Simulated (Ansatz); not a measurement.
# One shape, several levels: SiH4S (Si(SH)H3)

Aim: a comparison of 6 runs (PBE/STO-3G, r2SCAN0/STO-3G, wB97M-V/STO-3G, wB97X/STO-3G, UMP2/STO-3G, CCSDT(Q)/STO-3G) of SiH4S (Si(SH)H3). 

The results are computed with Ansatz 0.2.0.

54 further runs of the same task are left out: 54 set aside as unsound or not needed.

**1. The molecule**

The species is SiH4S (6 atoms), meant as a singlet with charge 0. SMILES: `[H][Si]([H])([H])S`. The H6–Si1 distance was set to 2.915 Å, away from the relaxed value. At this shape a bond of the SMILES string is far longer than usual.

Bond lengths: Si1–S2 2.147 Å, S2–H3 1.325 Å, Si1–H4 1.452 Å, Si1–H5 1.457 Å. Angles: Si1–S2–H3 97.0°, S2–Si1–H4 103.2°, S2–Si1–H5 107.7°, H4–Si1–H5 113.2°.

**2. The energy at PBE/STO-3G (run 1)**

in.yaml

```yaml
crystal:
  periodic: [false, false, false]
  atoms:
    - {symbol: Si, position_ang: [0.903330, 1.196037, -0.137134]}
    - {symbol: S, position_ang: [0.955840, 1.230397, 2.008916]}
    - {symbol: H, position_ang: [-0.354690, 1.270487, 2.202686]}
    - {symbol: H, position_ang: [2.308130, 1.189887, -0.502504]}
    - {symbol: H, position_ang: [0.198890, 2.391177, -0.582714]}
    - {symbol: H, position_ang: [-0.500900, -1.225100, -0.952020]}
basis:
  gaussian:
    orbitals: STO-3G
accuracy: high
hamiltonian:
  xc: pbe
```

Launch:

```console
ansatz run in.yaml --threads 1 --pin off --max-ram 2610MiB --events-out events.jsonl --progress --plain --runs-dir runs
```

The log of the run:

```text
Warning: RAYON_NUM_THREADS=1 ignored (pool sized by the plan → 1); use --threads N
Functional definition: PBE
  name "PBE"
  parameter kappa = 0.804
  parameter beta = 0.06672455060314922
  exchange = pbe_x(kappa = kappa, mu = beta*pi^2/3)
  correlation = pbe_c(beta = beta)
387 factors; integrals over basis functions are off by at most 8.5e-9 eV
mean field evaluation 1: about -18545.0914 eV, gradient 2.5e1 eV
mean field evaluation 2: about -18536.5925 eV, gradient 3.1e1 eV
mean field evaluation 4: about -18549.6526 eV, gradient 1.6e1 eV
mean field evaluation 8: about -18551.2405 eV, gradient 9.4e0 eV
mean field evaluation 16: about -18551.8128 eV, gradient 9.7e-9 eV
mean field -18551.81282870 eV, -681.7665465843 hartree, gradient 2.0e-8 eV, S^2 0.000000; 0 other end points of the search recorded, 0 dependent functions left out
reference -18551.81283075 eV, -681.7665466595 hartree; 17, 17 occupied and 5, 5 virtual orbitals, 387 factors
Total energy: -18551.81283075 eV, -681.7665466595 hartree
```

Wall time 1.4 s (1 thread of Arm Neoverse V1, shared host); peak memory 0.098 GiB.

**3. The energy at r2SCAN0/STO-3G (run 2)**

job.yaml

```yaml
crystal:
  periodic: [false, false, false]
  atoms:
    - symbol: Si
      position_ang: [0.903330, 1.196037, -0.137134]
    - symbol: S
      position_ang: [0.955840, 1.230397, 2.008916]
    - symbol: H
      position_ang: [-0.354690, 1.270487, 2.202686]
    - symbol: H
      position_ang: [2.308130, 1.189887, -0.502504]
    - symbol: H
      position_ang: [0.198890, 2.391177, -0.582714]
    - symbol: H
      position_ang: [-0.500900, -1.225100, -0.952020]
basis:
  gaussian:
    orbitals: STO-3G
accuracy: high
hamiltonian:
  xc: {name: r2SCAN0}
```

Launch:

```console
ansatz run job.yaml --threads 1 --pin off --max-ram 2610MiB --events-out events.jsonl --progress --plain --runs-dir runs
```

The log of the run:

```text
Warning: RAYON_NUM_THREADS=1 ignored (pool sized by the plan → 1); use --threads N
Functional definition: r2SCAN0
  name "r2SCAN0"
  parameter a = 0.25
  parameter k0 = 0.174
  parameter k1 = 0.065
  parameter a1 = 4.9479
  exchange = (1 - a)*r2scan_x(k0 = k0, k1 = k1, a1 = a1) + a*exact_x
  correlation = r2scan_c
387 factors; integrals over basis functions are off by at most 8.5e-9 eV
mean field evaluation 1: about -18554.2693 eV, gradient 2.3e1 eV
mean field evaluation 2: about -18547.7172 eV, gradient 2.5e1 eV
mean field evaluation 4: about -18559.5326 eV, gradient 7.8e0 eV
mean field evaluation 8: about -18559.7518 eV, gradient 5.6e0 eV
mean field evaluation 16: about -18559.9196 eV, gradient 7.6e-9 eV
mean field -18559.91955124 eV, -682.0644631426 hartree, gradient 7.6e-9 eV, S^2 0.000000; 0 other end points of the search recorded, 0 dependent functions left out
reference -18559.91955160 eV, -682.0644631561 hartree; 17, 17 occupied and 5, 5 virtual orbitals, 387 factors
Total energy: -18559.91955160 eV, -682.0644631561 hartree
```

Wall time 3.6 s (1 thread of Arm Neoverse V1, shared host); peak memory 0.15 GiB.

**4. The energy at wB97M-V/STO-3G (run 3)**

molecule.yaml

```yaml
crystal:
  periodic: [false, false, false]
  atoms:
    - symbol: Si
      position_ang: [0.903330, 1.196037, -0.137134]
    - symbol: S
      position_ang: [0.955840, 1.230397, 2.008916]
    - symbol: H
      position_ang: [-0.354690, 1.270487, 2.202686]
    - symbol: H
      position_ang: [2.308130, 1.189887, -0.502504]
    - symbol: H
      position_ang: [0.198890, 2.391177, -0.582714]
    - symbol: H
      position_ang: [-0.500900, -1.225100, -0.952020]
basis:
  gaussian: {orbitals: STO-3G}
hamiltonian: {xc: {name: wB97M-V}}
accuracy: high
```

Launch:

```console
ansatz run molecule.yaml --threads 1 --pin off --max-ram 2610MiB --events-out events.jsonl --progress --plain --runs-dir runs
```

The log of the run, cut to the lines that bear on the results:

```text
Warning: RAYON_NUM_THREADS=1 ignored (pool sized by the plan → 1); use --threads N
Functional definition: wB97M-V
  name "wB97M-V"
[...]
  gx(w, u) = 1 - cx + cx01*u + cx10*w
  gss(w, u) = css00 + css04*u^4 + css10*w + css20*w^2 + css43*w^4*u^3
  gos(w, u) = cos00 + cos10*w + (cos20 + cos21*u)*w^2 + (cos60 + cos61*u)*w^6
[...]
      + integral(e_c_pw_mod_opposite_spin*gos(b97_w_opposite, b97_u_opposite)) + vv10(b, c)
387 factors; integrals over basis functions are off by at most 8.5e-9 eV
158 factors; integrals over basis functions are off by at most 1.3e-9 eV
[...]
mean field -18561.85311739 eV, -682.1355203880 hartree, gradient 1.5e-8 eV, S^2 0.000000; 0 other end points of the search recorded, 0 dependent functions left out
reference -18561.85312026 eV, -682.1355204937 hartree; 17, 17 occupied and 5, 5 virtual orbitals, 387 factors
Total energy: -18561.85312026 eV, -682.1355204937 hartree
```

Wall time 22 s (1 thread of Arm Neoverse V1, shared host); peak memory 0.3 GiB.

Runs 4 to 5 aren't shown in full; the table further down has their settings and results.

**5. The energy at CCSDT(Q)/STO-3G (run 6)**

molecule.yaml

```yaml
basis:
  gaussian:
    orbitals: STO-3G
crystal:
  periodic: [false, false, false]
  atoms:
    - {symbol: Si, position_ang: [0.903330, 1.196037, -0.137134]}
    - {symbol: S, position_ang: [0.955840, 1.230397, 2.008916]}
    - {symbol: H, position_ang: [-0.354690, 1.270487, 2.202686]}
    - {symbol: H, position_ang: [2.308130, 1.189887, -0.502504]}
    - {symbol: H, position_ang: [0.198890, 2.391177, -0.582714]}
    - {symbol: H, position_ang: [-0.500900, -1.225100, -0.952020]}
correlation:
  method: ccsdt_q
  frozen_orbitals: {H: 0, S: 5, Si: 5}
accuracy: high
scf:
  omitted_lower_state_checks: [cluster_reference, increment]
```

Launch:

```console
ansatz run molecule.yaml --threads 1 --pin off --max-ram 2610MiB --events-out events.jsonl --progress --plain --runs-dir runs
```

The log of the run:

```text
Warning: RAYON_NUM_THREADS=1 ignored (pool sized by the plan → 1); use --threads N
[... 11 lines left out ...]
10 core orbitals not correlated: weight in the atoms' cores, before any rotation towards them, 1.000 or more for the frozen orbitals, at most 0.000 for the correlated occupied ones
[... 34 lines left out ...]
WARN: these amplitudes may be one of several solutions (largest doubles amplitude 0.63, level shift 7.34 eV)
Total energy: -18531.97935627 eV, -681.0376799161 hartree
Checks for a lower state left out: cluster_reference, increment
```

Run time: 0.34 s. Hardware: 1 thread of Arm Neoverse V1, shared host.

**6. All runs side by side**

```tsv
run	level	frozen core orbitals	energy (Eh)	wall time
1	PBE/STO-3G	–	-681.766547	1.4 s
2	r2SCAN0/STO-3G	–	-682.064463	3.6 s
3	wB97M-V/STO-3G	–	-682.135520	22 s
4	wB97X/STO-3G	–	-682.070733	6.3 s
5	UMP2/STO-3G	10	-681.004749	0.3 s
6	CCSDT(Q)/STO-3G	10	-681.037680	0.34 s
```

**7. Summary of results**

```
                                           quantity          value
                                run 6: total energy  -681.03768 Eh
run 6: correlation energy (10 core orbitals frozen)     -210.9 mEh
                               run 6: T1 diagnostic          0.027
```

**Reading.** Totals of different functionals can't be ranked against each other. In run 6 the log says that unrestricted orbitals would lower the reference, so the values rest on an unstable closed-shell determinant (other closed-shell runs at this shape may share the fault). In runs 1, 2, 3, 4, 5, 6 the basis is minimal, so the values are rough. In runs 1, 2, 3, 4 a closed-shell determinant meets a far-stretched bond, which it describes badly. Spin contamination of the reference: run 5 ⟨S²⟩ = 0.96. Where it is this large, the reference is a mixture of spin states, and values that rest on it are in doubt. All runs together took 34 s, the longest 22 s.
